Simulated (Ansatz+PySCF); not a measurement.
The numbers below are computed, except where a source is named.
Input for PySCF 2.14.0:

```python
from pyscf import gto, scf

mol = gto.M(atom="""
O 0.000000 -0.370580 -2.067180
H 0.000000 -0.466360 -0.993560
Cl 0.000000 0.162430 1.154490
H 0.000000 0.669610 -2.095270
""", basis='def2-svp', charge=-1, spin=0)
mf = scf.UHF(mol)
mf.init_guess = 'atom'
mf.kernel()
while True:  # follow internal instabilities
    mo, _, stable, _ = mf.stability(return_status=True)
    if stable: break
    mf.kernel(mf.make_rdm1(mo, mf.mo_occ))
print(mf.converged, mf.e_tot, mf.spin_square()[0])
```

The script is written out from the run's settings.

Results

* Converged: yes
* Total energy: -535.34589 hartree
* Spin squared of the determinant: 0.000

Caution: no diffuse functions for an anion.
